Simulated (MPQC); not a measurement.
**BH3 (borane): levels of theory compared**

Aim: a comparison of 6 runs (HF/STO-3G, HF/6-311+G**, UHF/6-311G(2df,2pd), B3LYP/6-31G*, BP86/cc-pVDZ, PBE0/def2-SVP) of BH3 (borane). 

The results are computed with MPQC 2.3.1.

3 further runs of the same task are left out: 1 that didn't finish, 2 set aside as unsound or not needed.

## Step 1: The molecule

BH3: 4 atoms, total charge 0, spin state singlet. SMILES: `B`. The coordinates come from a PBE0-D4/def2-TZVP relaxation.

Bond lengths: B1–H2 1.193 Å, B1–H3 1.193 Å, B1–H4 1.193 Å. Angles: H2–B1–H3 120.0°, H2–B1–H4 120.0°, H3–B1–H4 120.0°.

## Step 2: Energy and forces at HF/STO-3G (run 1)

Input file run.in:

```
molecule<Molecule>: (
  symmetry = c1
  unit = angstrom
  { atoms geometry } = {
    B  [ 0.013900 -0.015100 -0.005100 ]
    H  [ 0.982200 0.381700 0.568800 ]
    H  [ -0.276200 -1.171800 0.043000 ]
    H  [ -0.664400 0.744900 -0.626900 ]
  }
)
basis<GaussianBasisSet>: (
  name = "STO-3G"
  molecule = $:molecule
  basisdir = "."
  puream = yes
)
mpqc: (
  checkpoint = no
  savestate = no
  restart = no
  do_energy = yes
  do_gradient = yes
  optimize = no
  mole<CLHF>: (
    molecule = $:molecule
    basis = $:basis
    total_charge = 0
    memory = 1000000000
    print_evals = yes
    print_npa = yes
    maxiter = 120
    value_accuracy = 1e-08
    guess_wavefunction<CLHF>: (
      molecule = $:molecule
      total_charge = 0
      memory = 1000000000
      value_accuracy = 1e-3
      basis<GaussianBasisSet>: (
        name = "MINI (Huzinaga)"
        molecule = $:molecule
      )
    )
  )
)
```

The basis set STO-3G is read from a file made from the Basis Set Exchange's data (not shown).

Command:

```console
$ mpqc run.in > run.out
```

Standard output:

```text
MPQC: Massively Parallel Quantum Chemistry
[...]
  LUMO is     5   A =   0.239699
  total scf energy =  -26.0685875713
[...]
Value of the MolecularEnergy:  -26.0685875713
  Gradient of the MolecularEnergy:
      1    0.0000008998
      2    0.0000006983
      3   -0.0000317878
      4    0.0176526116
      5    0.0072445209
      6    0.0104692318
      7   -0.0052965820
      8   -0.0210959696
      9    0.0008823582
     10   -0.0123569293
     11    0.0138507504
     12   -0.0113198022
[...]
      symmetry = c1
[...]
```

Wall time 0.08 s (1 thread of Arm Neoverse V1, shared host).

## Step 3: Energy and gradient at HF/6-311+G(d,p) (run 2)

Input file input.in:

```
% emacs should use -*- KeyVal -*- mode
molecule<Molecule>: (
   symmetry = c1
   unit = bohr
   { atoms geometry } = {
      B  [ 0.02626719    -0.02853486    -0.00963760 ]
      H  [ 1.85608900     0.72130846     1.07487622 ]
      H  [ -0.52194236    -2.21438107     0.08125822 ]
      H  [ -1.25553404     1.40765699    -1.18466931 ]
   }
)
basis<GaussianBasisSet>: (
   name = "6-311+G**"
   molecule = $:molecule
   basisdir = "."
   puream = yes
)
mpqc: (
   checkpoint = no
   savestate = no
   restart = no
   do_energy = yes
   do_gradient = yes
   optimize = no
   mole<CLHF>: (
      molecule = $:molecule
      basis = $:basis
      total_charge = 0
      memory = 1000000000
      print_evals = yes
      print_npa = yes
      maxiter = 120
      value_accuracy = 1e-08
      guess_wavefunction<CLHF>: (
         molecule = $:molecule
         total_charge = 0
         memory = 1000000000
         value_accuracy = 1e-3
         basis<GaussianBasisSet>: (
            name = "MINI (Huzinaga)"
            molecule = $:molecule
         )
      )
   )
)
```

The basis set 6-311+G** is read from a file made from the Basis Set Exchange's data (not shown).

Command:

```console
$ mpqc input.in > input.out
```

Standard output:

```text
MPQC: Massively Parallel Quantum Chemistry
[...]
  LUMO is     5   A =   0.037293
  total scf energy =  -26.3970102753
[...]
Value of the MolecularEnergy:  -26.3970102753
  Gradient of the MolecularEnergy:
      1    0.0000010241
      2    0.0000016074
      3   -0.0000242586
      4    0.0018658445
      5    0.0007736047
      6    0.0011119763
      7   -0.0005661026
      8   -0.0022367641
      9    0.0000975513
     10   -0.0013007660
     11    0.0014615521
     12   -0.0011852689
[...]
      symmetry = c1
[...]
```

Run time: 0.91 s. Hardware: 1 thread of Arm Neoverse V1, shared host.

Runs 3 to 5 aren't shown in full; the table further down has their settings and results.

## Step 4: Energy and forces at PBE0/def2-SVP (run 6)

Input file input.in:

```
% BH3
molecule<Molecule>: (
  symmetry = c1
  unit = angstrom
  { atoms geometry } = {
    B  [ 0.013900      -0.015100      -0.005100 ]
    H  [ 0.982200       0.381700       0.568800 ]
    H  [ -0.276200      -1.171800       0.043000 ]
    H  [ -0.664400       0.744900      -0.626900 ]
  }
)
basis<GaussianBasisSet>: (
  name = "def2-SVP"
  molecule = $:molecule
  basisdir = "."
  puream = yes
)
mpqc: (
  checkpoint = no
  savestate = no
  restart = no
  do_energy = yes
  do_gradient = yes
  optimize = no
  mole<CLKS>: (
    molecule = $:molecule
    basis = $:basis
    total_charge = 0
    memory = 1000000000
    print_evals = yes
    print_npa = yes
    maxiter = 120
    value_accuracy = 1e-08
    functional<SumDenFunctional>: (
      a0 = 0.25
      coefs = [ 0.75 1 ]
      funcs: [ <PBEXFunctional>: () <PBECFunctional>: () ]
    )
    integrator<RadialAngularIntegrator>: ( grid = xfine )
    guess_wavefunction<CLHF>: (
      molecule = $:molecule
      total_charge = 0
      memory = 1000000000
      value_accuracy = 1e-3
      basis<GaussianBasisSet>: (
        name = "STO-2G"
        molecule = $:molecule
      )
    )
  )
)
```

The basis set def2-SVP is read from a file made from the Basis Set Exchange's data (not shown).

Command:

```console
$ mpqc input.in > input.out
```

Standard output:

```text
MPQC: Massively Parallel Quantum Chemistry
[...]
  Integrated electron density error = 0.000164188289
  iter     1 energy =  -26.5018542772 delta = 1.22417e-01
  Integrated electron density error = 0.000002249996
  iter     2 energy =  -26.5348098816 delta = 2.05508e-02
[...]
  Integrated electron density error = 0.000000004933
  iter     8 energy =  -26.5349776958 delta = 1.71307e-07
  Integrated electron density error = 0.000000004936
  iter     9 energy =  -26.5349776958 delta = 3.79275e-08
  Integrated electron density error = 0.000000004936
  iter    10 energy =  -26.5349776958 delta = 1.16414e-08
[...]
  LUMO is     5   A =  -0.068874
  total scf energy =  -26.5349776958
[...]
  Integrated electron density error = 0.000000001270
  Total Gradient:
[...]
Value of the MolecularEnergy:  -26.5349776958
  Gradient of the MolecularEnergy:
      1   -0.0000014917
      2    0.0000046826
      3   -0.0000218848
      4   -0.0050689572
      5   -0.0020694316
      6   -0.0029988298
      7    0.0015123548
      8    0.0060480049
      9   -0.0002474156
     10    0.0035580941
     11   -0.0039832559
     12    0.0032681302
[...]
        symmetry = c1
[...]
```

Run time: 6.3 s. Hardware: 1 thread of Arm Neoverse V1, shared host.

## Step 5: The series

```csv
run,level,task,starting guess,energy (Eh),HOMO energy (eV),LUMO energy (eV),HOMO–LUMO gap (eV),wall time
1,HF/STO-3G,gradient,MINI (Huzinaga),-26.068588,-12.56,6.52,19.08,0.08 s
2,HF/6-311+G**,gradient,MINI (Huzinaga),-26.397010,-13.54,1.01,14.56,0.91 s
3,"UHF/6-311G(2df,2pd)",energy,STO-3G,-26.399319,–,–,–,3 s
4,B3LYP/6-31G* (spherical functions),gradient,STO-3G,-26.612408,-9.57,-1.78,7.78,3.3 s
5,BP86/cc-pVDZ,gradient,MINI (Huzinaga),-26.592999,-8.47,-2.97,5.50,5.7 s
6,PBE0/def2-SVP,gradient,STO-2G,-26.534978,-9.88,-1.87,8.00,6.3 s
```

## Step 6: What came out

```
                       quantity         value
            run 6: total energy  -26.53498 Eh
             run 6: HOMO energy      -9.88 eV
             run 6: LUMO energy      -1.87 eV
           run 6: HOMO–LUMO gap       8.00 eV
run 6: largest force on an atom    0.322 eV/Å
```

**Reading.** Over runs 1, 2, 4, 5, 6 the HOMO–LUMO gap runs from 5.50 eV (BP86/cc-pVDZ) to 19.08 eV (HF/STO-3G). The two ends differ in method and basis. Totals of different functionals can't be ranked against each other. In run 1 the basis is minimal, so the values are rough. All runs together took 19 s, the longest 6.3 s.
